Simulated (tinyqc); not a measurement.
Inside a calculation (part 2 of 2). Method: UHF in the sto-3g basis, for BH, spin multiplicity 1. Computed by tinyqc, a small Python program that keeps every step (integrals from PySCF). Command: `OMP_NUM_THREADS=1 python tinyqc.py 30076 30077 out.jsonl` (the two numbers bound the seeds that draw the settings). One thread of a shared host (Intel(R) Xeon(R) Processor @ 2.60GHz), about 0.1 s of CPU time with the checks.

Geometry (angstrom):

| atom | x | y | z |
|---|---|---|---|
| B | 0.00000 | 0.00000 | 0.00000 |
| H | 0.00000 | 0.00000 | 1.57200 |

## Iteration 10 (converged): orbitals

converged F(alpha) (hartree), lower triangle:
```
           1B 1s     1B 2s    1B 2px   1B 2py    1B 2pz     2H 1s
1B 1s   -7.35227
1B 2s   -2.14873  -0.98744
1B 2px   0.00056   0.15434   0.21679
1B 2py  -0.00002  -0.00512   0.00164  0.26607
1B 2pz  -0.01386  -0.01380  -0.10025  0.00333  -0.00198
2H 1s   -0.23442  -0.33890  -0.01457  0.00048  -0.31898  -0.22082
```

converged F(beta) (hartree), lower triangle:
```
           1B 1s     1B 2s   1B 2px    1B 2py    1B 2pz     2H 1s
1B 1s   -7.35227
1B 2s   -2.14873  -0.98744
1B 2px  -0.00056  -0.15434  0.21679
1B 2py   0.00002   0.00512  0.00164   0.26607
1B 2pz  -0.01386  -0.01380  0.10025  -0.00333  -0.00198
2H 1s   -0.23442  -0.33890  0.01457  -0.00048  -0.31898  -0.22082
```

X:
```
               1         2         3        4         5        6
1B 1s    0.36744   0.74301   0.00000  0.00000   0.57034  0.26445
1B 2s   -0.76087  -0.51393   0.00000  0.00000   0.40406  0.44559
1B 2px   0.00000   0.00000   0.98526  0.17105   0.00000  0.00000
1B 2py   0.00000   0.00000  -0.17105  0.98526   0.00000  0.00000
1B 2pz  -0.64552   0.57039   0.00000  0.00000  -0.53510  0.35370
2H 1s    0.90661  -0.32631   0.00000  0.00000  -0.27305  0.51862
```

Diagonalise F' = X^T F X, C = X C', fill 3 alpha and 3 beta electrons from the bottom; D(s) = C_occ C_occ^T. Each column has its largest component positive (the first on a tie).

F' = X^T F X (alpha) (hartree), lower triangle:
```
          1         2         3        4         5         6
1   0.13258
2  -0.98984  -2.58778
3  -0.06512  -0.13014   0.21768
4  -0.00909  -0.01817  -0.00677  0.26518
5  -0.75773  -2.86863   0.11922  0.01665  -3.49121
6  -0.49377  -1.59566   0.02567  0.00358  -1.99311  -1.62115
```

orbital energies (alpha) (hartree): MO1 -7.35683, MO2 -0.49106, MO3 -0.26433, MO4 0.26613, MO5 0.28468, MO6 0.47671

coefficients C (alpha):
```
             MO1       MO2       MO3      MO4       MO5       MO6
1B 1s    0.99242  -0.24512   0.13978  0.00000  -0.08743  -0.10071
1B 2s    0.02744   0.78834  -0.53894  0.00000   0.31689   0.43790
1B 2px  -0.00060  -0.14773   0.30542  0.03315   0.93934  -0.03787
1B 2py   0.00002   0.00490  -0.01013  0.99945  -0.03115   0.00126
1B 2pz   0.00331   0.10960   0.55892  0.00000  -0.12815   0.90146
2H 1s   -0.00459   0.41069   0.53480  0.00000  -0.14527  -0.89227
```

F' = X^T F X (beta) (hartree), lower triangle:
```
          1         2         3         4         5         6
1   0.13258
2  -0.98984  -2.58778
3   0.06512   0.13014   0.21768
4   0.00909   0.01817  -0.00677   0.26518
5  -0.75773  -2.86863  -0.11922  -0.01665  -3.49121
6  -0.49377  -1.59566  -0.02567  -0.00358  -1.99311  -1.62115
```

orbital energies (beta) (hartree): MO1 -7.35683, MO2 -0.49106, MO3 -0.26433, MO4 0.26613, MO5 0.28468, MO6 0.47671

coefficients C (beta):
```
             MO1       MO2       MO3      MO4       MO5       MO6
1B 1s    0.99242  -0.24512   0.13978  0.00000   0.08743  -0.10071
1B 2s    0.02744   0.78834  -0.53894  0.00000  -0.31689   0.43790
1B 2px   0.00060   0.14773  -0.30542  0.03315   0.93934   0.03787
1B 2py  -0.00002  -0.00490   0.01013  0.99945  -0.03115  -0.00126
1B 2pz   0.00331   0.10960   0.55892  0.00000   0.12815   0.90146
2H 1s   -0.00459   0.41069   0.53480  0.00000   0.14527  -0.89227
```

D(alpha) after iteration 10, lower triangle:
```
           1B 1s     1B 2s    1B 2px    1B 2py   1B 2pz    2H 1s
1B 1s    1.06451
1B 2s   -0.24133   0.91268
1B 2px   0.07831  -0.28108   0.11511
1B 2py  -0.00260   0.00932  -0.00382   0.00013
1B 2pz   0.05454  -0.21473   0.15451  -0.00512  0.32442
2H 1s   -0.03047   0.03541   0.10267  -0.00341  0.34391  0.45469
```

D(beta) after iteration 10, lower triangle:
```
           1B 1s     1B 2s    1B 2px   1B 2py   1B 2pz    2H 1s
1B 1s    1.06451
1B 2s   -0.24133   0.91268
1B 2px  -0.07831   0.28108   0.11511
1B 2py   0.00260  -0.00932  -0.00382  0.00013
1B 2pz   0.05454  -0.21473  -0.15451  0.00512  0.32442
2H 1s   -0.03047   0.03541  -0.10267  0.00341  0.34391  0.45469
```

## Convergence

Stop when the energy changes by less than 1e-09 hartree and every element of the error matrix X^T (F D S - S D F) X (for each spin) is below 9e-06.

Course of the cycle:

| iteration | E (hartree) | change | largest element of the error matrix |
|---|---|---|---|
| 1 | -24.0863029 | - | 2.39e-01 |
| 2 | -24.7062633 | -6.20e-01 | 3.11e-02 |
| 3 | -24.7128509 | -6.59e-03 | 1.16e-02 |
| 4 | -24.7135827 | -7.32e-04 | 4.06e-03 |
| 5 | -24.7137476 | -1.65e-04 | 1.15e-03 |
| 6 | -24.7137753 | -2.76e-05 | 4.75e-04 |
| 7 | -24.7137814 | -6.11e-06 | 3.51e-04 |
| 8 | -24.7137870 | -5.64e-06 | 5.99e-05 |
| 9 | -24.7137872 | -1.75e-07 | 9.44e-07 |
| 10 | -24.7137872 | -1.51e-11 | 6.43e-08 |

PySCF UHF in the same basis, after a stability check = -24.7137872 hartree

Converged in 10 iterations.

## Populations, bond orders and dipole

overlap S, lower triangle:
```
          1B 1s    1B 2s   1B 2px   1B 2py   1B 2pz    2H 1s
1B 1s   1.00000
1B 2s   0.26933  1.00000
1B 2px  0.00000  0.00000  1.00000
1B 2py  0.00000  0.00000  0.00000  1.00000
1B 2pz  0.00000  0.00000  0.00000  0.00000  1.00000
2H 1s   0.02831  0.30027  0.00000  0.00000  0.34736  1.00000
```

Mulliken: Z minus the diagonal of D S on the atom; Loewdin: the same with S^(1/2) D S^(1/2); Mayer order: 2 sum_s sum (D(s) S)_ij (D(s) S)_ji over the two atoms.

Charges (e):

| atom | Mulliken | Loewdin | Mulliken spin |
|---|---|---|---|
| 1B | 0.16785 | 0.15874 | 0 |
| 2H | -0.16785 | -0.15874 | 0 |

Mayer bond orders:

| pair | order |
|---|---|
| 2-1 | 0.97183 |

dipole moment about the origin, x y z (debye): 0.00000  0.00000  -0.16792

<S^2> of the determinant (pure state: 0) = 0.40782
